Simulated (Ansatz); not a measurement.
# CH₂ClSi+ (SMILES C=[Si+]Cl): energies and forces away from the minimum

How good are functionals off equilibrium? 4 randomly displaced structures are computed with CCSD(T) and cheaper methods.

Method: single points with forces in def2-TZVPP; program: Ansatz 0.2.0, Gaussian basis.

Levels: PBE-D4, r2SCAN-D4, PBE0-D4, wB97M-V, Hartree-Fock, MP2, CCSD, CCSD(T). Each coordinate is moved by a Gaussian draw of the width named (0.7 of it for atoms other than hydrogen): 0.12, 0.09, 0.06, 0.12 Å.

Cores are frozen in the correlated methods.

11 further runs of the same task are left out: 11 set aside as unsound or not needed.

## Step 1: Starting geometry

The minimum, relaxed at PBE0-D4: 5 atoms, charge 1, spin multiplicity 1.

Atoms are counted from 1 here; the program's logs count them from 0.

Bond lengths: C1–Si2 1.724 Å, C1–H4 1.094 Å, C1–H5 1.094 Å, Si2–Cl3 1.949 Å. Angles: Si2–C1–H4 116.0°, Si2–C1–H5 116.0°, H4–C1–H5 114.1°, C1–Si2–Cl3 139.7°.

As a file:

```csv
atom,x (Å),y (Å),z (Å)
C1,-0.3034,0.5992,-0.4392
Si2,0.1195,-0.7437,0.5558
Cl3,1.7067,-1.6781,1.1943
H4,-0.7310,1.4640,0.0775
H5,-0.7917,0.3586,-1.3885
```

Energies of the minimum (eV), from earlier single points: PBE-D4 -21450.68599, r2SCAN-D4 -21458.83080, PBE0-D4 -21452.26570, B3LYP-D4 -21462.16513, wB97M-V -21459.35364, CCSD(T) -21433.28727.

## Step 2: Structure 1, width 0.12 Å

Contents of ccsdt-tzvpp/in.yaml:

```yaml
crystal:
  periodic: [false, false, false]
  atoms:
    - {symbol: C, position_ang: [-0.407007, 0.564702, -0.433439]}
    - {symbol: Si, position_ang: [0.171938, -0.673835, 0.440693]}
    - {symbol: Cl, position_ang: [1.851174, -1.541317, 1.116051]}
    - {symbol: H, position_ang: [-0.716034, 1.426219, -0.012804]}
    - {symbol: H, position_ang: [-0.684061, 0.166659, -1.396242]}
basis:
  gaussian: {orbitals: def2-TZVPP}
total_charge: 1
correlation: {method: ccsd_t}
output: {forces: true}
```

No record of the launch command was kept for these runs.

What it wrote:

```text
Functional definition: HF
  name "HF"
  cite "Fock, Z. Phys. 61, 126 (1930) doi:10.1007/BF01340294"
  parent pbe
  exchange = exact_x
  correlation = 0
837 factors; integrals over basis functions are off by at most 8.1e-4 eV
mean field evaluation 1: about -21413.6357 eV, gradient 4.5e1 eV
mean field evaluation 2: about -21413.8329 eV, gradient 4.5e1 eV
mean field evaluation 4: about -21418.9744 eV, gradient 3.7e0 eV
mean field evaluation 8: about -21419.1315 eV, gradient 1.1e0 eV
mean field evaluation 16: about -21419.1516 eV, gradient 1.2e-6 eV
mean field evaluation 32: about -21414.7469 eV, gradient 6.9e0 eV
mean field -21419.15164022 eV, -787.1393043558 hartree, gradient 2.2e-6 eV, S^2 0.000000; 0 other end points of the search recorded, 0 dependent functions left out; unrestricted orbitals would lower it
11 core orbitals not correlated: weight in the atoms' cores, before any rotation towards them, 1.000 or more for the frozen orbitals, at most 0.000 for the correlated occupied ones
reference -21419.15164022 eV, -787.1393043558 hartree; 8, 8 occupied and 124, 124 virtual orbitals, 837 factors
second order -11.98609845 eV of doubles, -0.00000000 eV of singles
cycle   1  -12.49888453 eV  change   -5.1e-1 eV  update   9.4e-2
cycle   2  -12.85511283 eV  change   -3.6e-1 eV  update   3.4e-2
cycle   3  -12.95882412 eV  change   -1.0e-1 eV  update   1.9e-2
cycle   4  -12.95050044 eV  change    8.3e-3 eV  update   5.7e-3
cycle   5  -12.94815751 eV  change    2.3e-3 eV  update   2.4e-3
cycle   6  -12.94862342 eV  change   -4.7e-4 eV  update   7.1e-4
cycle   7  -12.94859908 eV  change    2.4e-5 eV  update   2.8e-4
cycle   8  -12.94866885 eV  change   -7.0e-5 eV  update   1.3e-4
cycle   9  -12.94869088 eV  change   -2.2e-5 eV  update   6.0e-5
cycle  10  -12.94864673 eV  change    4.4e-5 eV  update   3.0e-5
cycle  11  -12.94865841 eV  change   -1.2e-5 eV  update   1.5e-5
cycle  12  -12.94866304 eV  change   -4.6e-6 eV  update   6.6e-6
cycle  13  -12.94866761 eV  change   -4.6e-6 eV  update   2.7e-6
perturbative correction -0.67164115 eV, -0.0246823570 hartree
the calculation of the forces begins
Total energy: -21432.77194898 eV, -787.6398414704 hartree
Atom 0 at    -0.407007     0.564702    -0.433439 Å, force     0.815131    -0.518867    -2.813064 eV/Å
Atom 1 at     0.171938    -0.673835     0.440693 Å, force     2.513921    -3.223890     2.808568 eV/Å
Atom 2 at     1.851174    -1.541317     1.116051 Å, force    -1.090044     0.416413    -0.448889 eV/Å
Atom 3 at    -0.716034     1.426219    -0.012804 Å, force    -1.598292     2.882417     1.052564 eV/Å
Atom 4 at    -0.684061     0.166659    -1.396242 Å, force    -0.640715     0.443926    -0.599180 eV/Å
Dipole moment:    -0.452861     0.206030    -0.205346 e Å
```

Wall time 28 s (2 threads, shared host); peak memory 1.3 GiB.

The other levels were run on the same coordinates; their logs were not kept, and their results stand in the tables.

```
   method  RMS force component (eV/Å)  RMS error against CCSD(T) (eV/Å)  angle to CCSD(T) forces (°)
   PBE-D4                       1.694                             0.236                          7.1
r2SCAN-D4                       1.669                             0.251                          7.3
  PBE0-D4                       1.680                             0.276                          8.4
  wB97M-V                       1.630                             0.322                          9.4
  CCSD(T)                       1.788                         reference                    reference
```

## Step 3: Structure 2, width 0.09 Å

Contents of ccsdt-tzvpp/in.yaml:

```yaml
crystal:
  periodic: [false, false, false]
  atoms:
    - {symbol: C, position_ang: [-0.224864, 0.710808, -0.347577]}
    - {symbol: Si, position_ang: [0.159343, -0.736889, 0.543442]}
    - {symbol: Cl, position_ang: [1.748244, -1.665894, 1.206645]}
    - {symbol: H, position_ang: [-0.705992, 1.586358, 0.079157]}
    - {symbol: H, position_ang: [-0.758675, 0.337887, -1.607567]}
basis:
  gaussian: {orbitals: def2-TZVPP}
total_charge: 1
correlation: {method: ccsd_t}
output: {forces: true}
```

What it wrote:

```text
[... 6 set-up lines as earlier in the session ...]
841 factors; integrals over basis functions are off by at most 8.6e-4 eV
mean field evaluation 1: about -21413.8855 eV, gradient 3.8e1 eV
mean field evaluation 2: about -21414.0820 eV, gradient 3.8e1 eV
mean field evaluation 4: about -21418.2534 eV, gradient 3.5e0 eV
mean field evaluation 8: about -21418.4083 eV, gradient 1.1e0 eV
mean field evaluation 16: about -21418.4306 eV, gradient 1.4e-6 eV
mean field evaluation 32: about -21414.3495 eV, gradient 6.2e0 eV
mean field -21418.43061223 eV, -787.1128070658 hartree, gradient 2.4e-6 eV, S^2 0.000000; 0 other end points of the search recorded, 0 dependent functions left out; unrestricted orbitals would lower it
11 core orbitals not correlated: weight in the atoms' cores, before any rotation towards them, 1.000 or more for the frozen orbitals, at most 0.000 for the correlated occupied ones
reference -21418.43061223 eV, -787.1128070658 hartree; 8, 8 occupied and 124, 124 virtual orbitals, 841 factors
second order -12.09884789 eV of doubles, -0.00000000 eV of singles
cycle   1  -12.58435283 eV  change   -4.9e-1 eV  update   1.1e-1
cycle   2  -12.99259672 eV  change   -4.1e-1 eV  update   4.3e-2
cycle   3  -13.14876709 eV  change   -1.6e-1 eV  update   2.8e-2
cycle   4  -13.14148663 eV  change    7.3e-3 eV  update   9.0e-3
cycle   5  -13.13923313 eV  change    2.3e-3 eV  update   4.6e-3
cycle   6  -13.14056157 eV  change   -1.3e-3 eV  update   1.7e-3
cycle   7  -13.14018101 eV  change    3.8e-4 eV  update   7.9e-4
cycle   8  -13.14026744 eV  change   -8.6e-5 eV  update   4.2e-4
cycle   9  -13.14032763 eV  change   -6.0e-5 eV  update   1.9e-4
cycle  10  -13.14019743 eV  change    1.3e-4 eV  update   8.0e-5
cycle  11  -13.14022026 eV  change   -2.3e-5 eV  update   3.5e-5
cycle  12  -13.14023310 eV  change   -1.3e-5 eV  update   1.4e-5
cycle  13  -13.14024245 eV  change   -9.4e-6 eV  update   6.1e-6
cycle  14  -13.14024377 eV  change   -1.3e-6 eV  update   2.9e-6
perturbative correction -0.74296156 eV, -0.0273033338 hartree
the calculation of the forces begins
Total energy: -21432.31381756 eV, -787.6230054514 hartree
Atom 0 at    -0.224864     0.710808    -0.347577 Å, force    -1.105776    -1.146056    -4.050295 eV/Å
Atom 1 at     0.159343    -0.736889     0.543442 Å, force    -0.323702     0.055944     0.166872 eV/Å
Atom 2 at     1.748244    -1.665894     1.206645 Å, force     0.107298    -0.025327    -0.098976 eV/Å
Atom 3 at    -0.705992     1.586358     0.079157 Å, force    -0.277326    -0.033823     0.031607 eV/Å
Atom 4 at    -0.758675     0.337887    -1.607567 Å, force     1.599506     1.149263     3.950792 eV/Å
Dipole moment:    -0.498892     0.296030    -0.277894 e Å
```

Wall time 27 s (2 threads, shared host); peak memory 1.3 GiB.

```
   method  RMS force component (eV/Å)  RMS error against CCSD(T) (eV/Å)  angle to CCSD(T) forces (°)
   PBE-D4                       1.544                             0.216                          7.6
r2SCAN-D4                       1.595                             0.203                          7.2
  PBE0-D4                       1.630                             0.202                          7.1
  wB97M-V                       1.655                             0.217                          7.5
  CCSD(T)                       1.606                         reference                    reference
```

## Step 4: Structure 3, width 0.06 Å

Contents of ccsdt-tzvpp/in.yaml:

```yaml
crystal:
  periodic: [false, false, false]
  atoms:
    - {symbol: C, position_ang: [-0.329812, 0.527970, -0.421250]}
    - {symbol: Si, position_ang: [0.087931, -0.768053, 0.506077]}
    - {symbol: Cl, position_ang: [1.685598, -1.645777, 1.249935]}
    - {symbol: H, position_ang: [-0.725332, 1.386134, 0.033868]}
    - {symbol: H, position_ang: [-0.887449, 0.278006, -1.389147]}
basis:
  gaussian: {orbitals: def2-TZVPP}
total_charge: 1
correlation: {method: ccsd_t}
output: {forces: true}
```

What it wrote:

```text
[... 6 set-up lines as earlier in the session ...]
841 factors; integrals over basis functions are off by at most 7.9e-4 eV
mean field evaluation 1: about -21414.1817 eV, gradient 4.3e1 eV
mean field evaluation 2: about -21414.3812 eV, gradient 4.3e1 eV
mean field evaluation 4: about -21419.2142 eV, gradient 3.6e0 eV
mean field evaluation 8: about -21419.3664 eV, gradient 1.1e0 eV
mean field evaluation 16: about -21419.3833 eV, gradient 9.4e-7 eV
mean field evaluation 32: about -21415.0690 eV, gradient 7.4e0 eV
mean field -21419.38332681 eV, -787.1478186810 hartree, gradient 1.9e-6 eV, S^2 0.000000; 0 other end points of the search recorded, 0 dependent functions left out; unrestricted orbitals would lower it
11 core orbitals not correlated: weight in the atoms' cores, before any rotation towards them, 1.000 or more for the frozen orbitals, at most 0.000 for the correlated occupied ones
reference -21419.38332681 eV, -787.1478186810 hartree; 8, 8 occupied and 124, 124 virtual orbitals, 841 factors
second order -12.00574516 eV of doubles, -0.00000000 eV of singles
cycle   1  -12.51934034 eV  change   -5.1e-1 eV  update   9.8e-2
cycle   2  -12.88920585 eV  change   -3.7e-1 eV  update   3.7e-2
cycle   3  -13.00576288 eV  change   -1.2e-1 eV  update   2.2e-2
cycle   4  -12.99675487 eV  change    9.0e-3 eV  update   6.4e-3
cycle   5  -12.99435826 eV  change    2.4e-3 eV  update   2.8e-3
cycle   6  -12.99495652 eV  change   -6.0e-4 eV  update   7.9e-4
cycle   7  -12.99484175 eV  change    1.1e-4 eV  update   3.0e-4
cycle   8  -12.99491270 eV  change   -7.1e-5 eV  update   1.3e-4
cycle   9  -12.99492857 eV  change   -1.6e-5 eV  update   6.6e-5
cycle  10  -12.99488135 eV  change    4.7e-5 eV  update   3.3e-5
cycle  11  -12.99489019 eV  change   -8.8e-6 eV  update   1.7e-5
cycle  12  -12.99489229 eV  change   -2.1e-6 eV  update   6.9e-6
cycle  13  -12.99489739 eV  change   -5.1e-6 eV  update   2.6e-6
perturbative correction -0.68703313 eV, -0.0252480019 hartree
the calculation of the forces begins
Total energy: -21433.06525733 eV, -787.6506203536 hartree
Atom 0 at    -0.329812     0.527970    -0.421250 Å, force    -1.034797     0.704864    -3.780006 eV/Å
Atom 1 at     0.087931    -0.768053     0.506077 Å, force     1.112720    -2.385667     1.998346 eV/Å
Atom 2 at     1.685598    -1.645777     1.249935 Å, force    -0.293503     0.078140    -0.190767 eV/Å
Atom 3 at    -0.725332     1.386134     0.033868 Å, force    -0.596119     1.321518     0.826511 eV/Å
Atom 4 at    -0.887449     0.278006    -1.389147 Å, force     0.811698     0.281145     1.145916 eV/Å
Dipole moment:    -0.490146     0.233845    -0.234233 e Å
```

Run time: 27 s. Hardware: 2 threads, shared host; peak memory 1.3 GiB.

```csv
method,RMS force component (eV/Å),RMS error against CCSD(T) (eV/Å),angle to CCSD(T) forces (°)
PBE-D4,1.291,0.259,8.4
r2SCAN-D4,1.278,0.257,7.9
PBE0-D4,1.293,0.265,8.7
wB97M-V,1.264,0.298,9.7
CCSD(T),1.455,reference,reference
```

## Step 5: Structure 4, width 0.12 Å

Contents of ccsdt-tzvpp/in.yaml:

```yaml
crystal:
  periodic: [false, false, false]
  atoms:
    - {symbol: C, position_ang: [-0.316111, 0.757535, -0.363838]}
    - {symbol: Si, position_ang: [0.156234, -0.800539, 0.531203]}
    - {symbol: Cl, position_ang: [1.704829, -1.611616, 1.180656]}
    - {symbol: H, position_ang: [-0.711845, 1.543084, 0.036967]}
    - {symbol: H, position_ang: [-0.811336, 0.441477, -1.440276]}
basis:
  gaussian: {orbitals: def2-TZVPP}
total_charge: 1
correlation: {method: ccsd_t}
output: {forces: true}
```

What it wrote:

```text
[... 6 set-up lines as earlier in the session ...]
840 factors; integrals over basis functions are off by at most 8.0e-4 eV
mean field evaluation 1: about -21412.9729 eV, gradient 4.2e1 eV
mean field evaluation 2: about -21413.1757 eV, gradient 4.2e1 eV
mean field evaluation 4: about -21418.4875 eV, gradient 4.1e0 eV
mean field evaluation 8: about -21418.7036 eV, gradient 1.4e0 eV
mean field evaluation 16: about -21418.7395 eV, gradient 2.3e-6 eV
mean field evaluation 32: about -21412.3807 eV, gradient 2.5e1 eV
mean field -21418.73954428 eV, -787.1241601093 hartree, gradient 3.5e-6 eV, S^2 0.000000; 1 other end points of the search recorded, 0 dependent functions left out; unrestricted orbitals would lower it
11 core orbitals not correlated: weight in the atoms' cores, before any rotation towards them, 1.000 or more for the frozen orbitals, at most 0.000 for the correlated occupied ones
reference -21418.73954428 eV, -787.1241601093 hartree; 8, 8 occupied and 124, 124 virtual orbitals, 840 factors
second order -11.85199396 eV of doubles, -0.00000000 eV of singles
cycle   1  -12.41679075 eV  change   -5.6e-1 eV  update   1.2e-1
cycle   2  -12.81446589 eV  change   -4.0e-1 eV  update   4.5e-2
cycle   3  -12.97590901 eV  change   -1.6e-1 eV  update   3.2e-2
cycle   4  -12.96741183 eV  change    8.5e-3 eV  update   1.2e-2
cycle   5  -12.96541938 eV  change    2.0e-3 eV  update   6.3e-3
cycle   6  -12.96798514 eV  change   -2.6e-3 eV  update   2.5e-3
cycle   7  -12.96780665 eV  change    1.8e-4 eV  update   1.2e-3
cycle   8  -12.96799150 eV  change   -1.8e-4 eV  update   6.9e-4
cycle   9  -12.96801853 eV  change   -2.7e-5 eV  update   3.0e-4
cycle  10  -12.96781344 eV  change    2.1e-4 eV  update   1.3e-4
cycle  11  -12.96786815 eV  change   -5.5e-5 eV  update   6.1e-5
cycle  12  -12.96789396 eV  change   -2.6e-5 eV  update   2.8e-5
cycle  13  -12.96791533 eV  change   -2.1e-5 eV  update   1.5e-5
cycle  14  -12.96791485 eV  change    4.8e-7 eV  update   7.7e-6
cycle  15  -12.96790975 eV  change    5.1e-6 eV  update   3.9e-6
cycle  16  -12.96790978 eV  change   -2.8e-8 eV  update   1.6e-6
perturbative correction -0.72351651 eV, -0.0265887413 hartree
the calculation of the forces begins
Total energy: -21432.43097057 eV, -787.6273107451 hartree
Atom 0 at    -0.316111     0.757535    -0.363838 Å, force     2.286959    -7.331431    -4.684430 eV/Å
Atom 1 at     0.156234    -0.800539     0.531203 Å, force    -3.484005     3.130857    -1.637827 eV/Å
Atom 2 at     1.704829    -1.611616     1.180656 Å, force     2.646089    -1.262845     0.881996 eV/Å
Atom 3 at    -0.711845     1.543084     0.036967 Å, force    -2.661622     4.665605     2.832364 eV/Å
Atom 4 at    -0.811336     0.441477    -1.440276 Å, force     1.212579     0.797815     2.607896 eV/Å
Dipole moment:    -0.392993     0.214253    -0.224050 e Å
```

It took 30 s on 2 threads, shared host; peak memory 1.3 GiB.

```csv
method,RMS force component (eV/Å),RMS error against CCSD(T) (eV/Å),angle to CCSD(T) forces (°)
PBE-D4,3.363,0.166,2.4
r2SCAN-D4,3.325,0.149,2.4
PBE0-D4,3.341,0.153,2.4
wB97M-V,3.310,0.125,2.1
CCSD(T),3.273,reference,reference
```

## Step 6: All structures together

Energy above the minimum (kcal/mol):

| structure | width (Å) | PBE-D4 | r2SCAN-D4 | PBE0-D4 | wB97M-V | Hartree-Fock | MP2 | CCSD | CCSD(T) |
| --- | --- | --- | --- | --- | --- | --- | --- | --- | --- |
| 1 | 0.12 | 11.2 | 10.5 | 10.2 | 9.5 | 10.3 | 9.7 | 11.2 | 11.9 |
| 2 | 0.09 | 20.7 | 22.7 | 23.2 | 23.7 | 26.9 | 23.7 | 23.4 | 22.4 |
| 3 | 0.06 | 4.4 | 4.0 | 4.0 | 3.8 | 5.0 | 3.9 | 4.8 | 5.1 |
| 4 | 0.12 | 20.9 | 21.1 | 21.2 | 21.2 | 19.8 | 22.3 | 20.3 | 19.7 |

What each level costs and misses (shared host):

```
      method  mean energy error from CCSD(T) (kcal/mol)        mean time a point
      PBE-D4                                        1.1                   0.81 s
   r2SCAN-D4                                        1.0                    1.5 s
     PBE0-D4                                        1.2                    1.2 s
     wB97M-V                                        1.6                    3.2 s
Hartree-Fock                                        1.6  part of the CCSD(T) run
         MP2                                        1.8  part of the CCSD(T) run
        CCSD                                        0.6  part of the CCSD(T) run
     CCSD(T)                                          0                     28 s
```

For cost: r2SCAN-D4 comes within 1.0 kcal/mol at 1.5 s a point, where CCSD(T) needs 28 s.

## Step 7: Outcome

| quantity | value |
| --- | --- |
| energy above the minimum, CCSD(T) | 11.9, 22.4, 5.1, 19.7 kcal/mol |
| mean energy error | PBE-D4 1.1, r2SCAN-D4 1.0, PBE0-D4 1.2, wB97M-V 1.6, Hartree-Fock 1.6, MP2 1.8, CCSD 0.6 kcal/mol |
| mean RMS force error | PBE-D4 0.219, r2SCAN-D4 0.215, PBE0-D4 0.224, wB97M-V 0.241 eV/Å |
| largest T1 diagnostic | 0.029 |

In words: CCSD gives the best energies and MP2 the worst. For forces r2SCAN-D4 is best, off by 11 % of the typical force, and wB97M-V worst (12 %); with few structures and a triple-zeta reference, gaps of a few points rank nothing. The T1 diagnostic is large here, over the usual mark for main-group molecules (transition-metal compounds often pass it harmlessly), so CCSD(T) itself may be off. The restricted Hartree–Fock reference is unstable towards an unrestricted one at one or more of these structures.
